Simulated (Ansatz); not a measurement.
Conformers of C2H6S2, SMILES `SCCS`, each relaxed with PBE0-D4/def2-TZVP in Ansatz. CBS adds the triple-zeta coupled-cluster correction to the MP2 limit.

Not all of them had a frequency check.

Conformer A:

Z-matrix (Å, degrees):
```
C
C 1 1.517
S 1 1.808 2 114.8
H 1 1.091 2 110.9 3 -124.3
H 1 1.094 2 109.3 3 117.2
S 2 1.809 1 114.8 3 66.1
H 2 1.091 1 110.9 3 -58.2
H 2 1.094 1 109.3 3 -176.7
H 3 1.343 1 96.5 2 -74.1
H 6 1.343 2 96.5 1 -74.6
```

Conformer B:

Z-matrix (Å, degrees):
```
C
C 1 1.514
S 1 1.812 2 113.1
H 1 1.091 2 111.2 3 -123.9
H 1 1.092 2 110.2 3 117.4
S 2 1.812 1 113.1 3 -174.8
H 2 1.092 1 111.2 3 61.3
H 2 1.092 1 110.2 3 -57.4
H 3 1.343 1 96.8 2 -66.4
H 6 1.343 2 96.8 1 -66.4
```

Task: Which is lowest in electronic energy at CCSD(T)/CBS (frozen core, def2 sets), and by how much? (Best estimate.)

Result: The calculation gave: A; B lies 1.3 kJ/mol higher. Gaps under about 2 kJ/mol don't settle the order.

Task: Give the energies relative to A (kJ/mol) with r2SCAN-D4/def2-TZVPP, B3LYP-D4/def2-TZVPP, ωB97X-V/def2-TZVPP, B2PLYP/def2-TZVPP, MP2/def2-QZVPP, CCSD(T)/def2-QZVPP, HF/CBS(def2). (An estimate is asked.)

Result: Computed: 
```json
{"level": "r2SCAN-D4/def2-TZVPP", "B": "0.8"}
{"level": "B3LYP-D4/def2-TZVPP", "B": "1.3"}
{"level": "ωB97X-V/def2-TZVPP", "B": "1.4"}
{"level": "B2PLYP/def2-TZVPP", "B": "-0.4"}
{"level": "MP2/def2-QZVPP", "B": "1.8"}
{"level": "CCSD(T)/def2-QZVPP", "B": "1.0"}
{"level": "HF/CBS(def2)", "B": "-3.8"}
```

B3LYP here is the variant with VWN-RPA as its local correlation; programs differ in this.
